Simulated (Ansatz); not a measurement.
**What each rung costs, and what it gives**

The pair of H$_{2}$S (SMILES S, atoms 1–3) and CH$_{4}$O (SMILES CO, atoms 4–9), both closed shells, in one local arrangement (a lower one may exist), relaxed at PBE0-D4/def2-TZVP:

```xyz
9
angstrom
S -0.2702 -0.4745 -2.6612
H -0.4745 0.1040 -1.4592
H 0.5144 0.5293 -3.0796
C 0.3085 -0.2572 1.2682
O -0.4396 0.6982 0.5424
H 1.1343 -0.5662 0.6275
H -0.2841 -1.1451 1.5152
H 0.7220 0.1647 2.1909
H -1.2110 0.9468 1.0559
```

Interaction energies are counterpoise-corrected; the time is that of the whole pair.

Program: Ansatz 0.2.0. Basis: as named in each row. Cores are frozen in the correlated methods. B3LYP uses VWN-RPA correlation. Extrapolation: Hartree–Fock as exp(−7.88 √X), correlation as X^−2.97.

Times are rough, for one single point on 4 threads of a shared host (Arm Neoverse V1).

The estimate by CCSD(T) at an estimated basis limit (MP2 extrapolated from triple and quadruple zeta, plus CCSD(T) − MP2 in triple zeta) is -0.137 eV.

| method | basis | time (s) | interaction energy (eV) | method less estimate |
| --- | --- | --- | --- | --- |
| HF | STO-3G | under 1 | 0.047 | 0.185 |
| PBE-D4 | STO-3G | under 1 | -0.119 | 0.019 |
| SPW92 | def2-SVP | under 1 | -0.261 | -0.124 |
| B3LYP-D4 | 6-31G | under 1 | -0.231 | -0.093 |
| PBE-D4 | def2-SVP | under 1 | -0.177 | -0.040 |
| PBE0-D4 | def2-SVP | under 1 | -0.173 | -0.035 |
| CCSD(T) | def2-SVP | 1 | -0.076 | 0.062 |
| PBE-D4 | def2-TZVPPD | 2 | -0.159 | -0.022 |
| revPBE-D4 | def2-TZVPPD | 2 | -0.133 | 0.004 |
| BLYP-D4 | def2-TZVPPD | 2 | -0.136 | 0.001 |
| PBE0-D4 | def2-TZVPPD | 2 | -0.151 | -0.014 |
| wB97M-V | def2-SVP | 2 | -0.142 | -0.005 |
| HSE06-D4 | def2-TZVPPD | 2 | -0.151 | -0.013 |
| B3LYP-D4 | def2-TZVPPD | 2 | -0.142 | -0.004 |
| r2SCAN-D4 | def2-TZVPPD | 3 | -0.144 | -0.007 |
| B2PLYP | def2-TZVPPD | 4 | -0.106 | 0.031 |
| wB97X-V | def2-TZVPPD | 6 | -0.134 | 0.004 |
| wB97M-V | def2-TZVPPD | 6 | -0.130 | 0.007 |
| B97M-V | def2-TZVPPD | 7 | -0.137 | 0.000 |
| MP2 | def2-QZVPPD | 13 | -0.143 | -0.006 |
| CCSD(T) | def2-TZVPPD | 68 | -0.120 | 0.017 |

The T1 diagnostic stays at or below 0.011.
